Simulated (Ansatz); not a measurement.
Write a Python script for the Python package of Ansatz (0.2.0) that makes a short molecular-dynamics run of H3P, SMILES P. Level of theory: B3LYP, 6-31G* basis, multiplicity 1.

```csv
atom,x (Å),y (Å),z (Å)
P,0.3429,-0.3240,-0.3283
H,0.6129,-0.0305,1.0005
H,-0.9801,-0.6411,-0.0556
H,0.0243,0.9957,-0.6165
```

The script, `md.py`:
```python
'''A short Born-Oppenheimer trajectory of H3P.'''

import ansatz as az
import numpy as np

geometry_ang = [
    ('P', (0.34293, -0.32404, -0.32834)),
    ('H', (0.6129, -0.03052, 1.00052)),
    ('H', (-0.98013, -0.64115, -0.05564)),
    ('H', (0.0243, 0.9957, -0.61653)),
]
mol = az.Crystal.molecule()
for symbol, xyz in geometry_ang:
    mol = mol.atom(symbol, xyz)

base = (
    mol.calculation()
    .basis(gaussian='6-31G*')
    .functional('B3LYP')
    .md('nvt_langevin', timestep=1.0, steps=40, temperature=300, initial_velocities='maxwell_boltzmann', seed=15, friction=0.05)
)
frames = []
out = base.session().plan().execute(on_event=lambda e: frames.append(e['data']) if e['event'] == 'md_step' else None)
print('t (fs)   E_pot (eV)      E_kin (eV)   T (K)   d(0-1) (A)')
for f in frames[::2]:
    xyz = np.array(f['positions_ang'])
    print(f'{f["time_fs"]:6.2f} {f["lagrangian_ev"]:14.5f} {f["e_kin_ev"]:10.5f} {f["temperature_k"]:8.1f} {np.linalg.norm(xyz[0] - xyz[1]):9.4f}')
print('mean temperature', round(float(np.mean([f['temperature_k'] for f in frames])), 1), 'K')
symbols = [site.symbol for site in mol.cartesian_sites]
with open('last_frame.xyz', 'w') as handle:
    handle.write(f'{len(symbols)}\nt = {frames[-1]["time_fs"]} fs\n')
    handle.writelines('{:2s} {:10.5f} {:10.5f} {:10.5f}\n'.format(s, *xyz) for s, xyz in zip(symbols, frames[-1]['positions_ang']))
```

```console
$ python md.py
t (fs)   E_pot (eV)      E_kin (eV)   T (K)   d(0-1) (A)
  0.00    -9337.27405    0.11633    225.0    1.3874
  2.00    -9337.25475    0.09520    184.1    1.4214
  4.00    -9337.25433    0.06132    118.6    1.4578
  6.00    -9337.26677    0.05966    115.4    1.4669
  8.00    -9337.25850    0.07375    142.6    1.4583
 10.00    -9337.26212    0.06550    126.7    1.4220
 12.00    -9337.26367    0.09698    187.6    1.4034
 14.00    -9337.25161    0.11208    216.8    1.3887
 16.00    -9337.24181    0.05551    107.4    1.3977
 18.00    -9337.28767    0.10735    207.6    1.4417
 20.00    -9337.25968    0.08319    160.9    1.4774
 22.00    -9337.21305    0.02439     47.2    1.4776
 24.00    -9337.22754    0.04961     96.0    1.4525
 26.00    -9337.30193    0.15278    295.5    1.4128
 28.00    -9337.28919    0.09704    187.7    1.4033
 30.00    -9337.24132    0.05511    106.6    1.4060
 32.00    -9337.27006    0.15531    300.4    1.3959
 34.00    -9337.25091    0.16390    317.0    1.3928
 36.00    -9337.20874    0.12127    234.5    1.4170
 38.00    -9337.26126    0.17377    336.1    1.4441
 40.00    -9337.29122    0.18086    349.8    1.4431
mean temperature 193.5 K
```

`last_frame.xyz`, as written:
```text
4
t = 40.0 fs
P     0.36771   -0.33071   -0.29220
H     0.51827   -0.29495    1.14254
H    -0.95698   -0.77226   -0.16440
H     0.06608    1.03067   -0.45769
```

Reading the output:
- Total energies depend on the basis set; only differences at equal settings carry meaning.
- The trajectory is only some femtoseconds long, so its temperature is not equilibrated; where the script doesn't relax first, it starts from a rough generated geometry.
- b3lyp holds the VWN-RPA fit, as in Gaussian; the form of ORCA and Turbomole is b3lyp5.
- The printed temperature counts all 3N degrees of freedom under Langevin dynamics, so the first row lies under the target.
- With hydrogen a step over 0.5 fs is long.
- Timing: 14 s on 1 thread of Arm Neoverse V2, with other jobs on the host, peak memory 0.14 GiB.
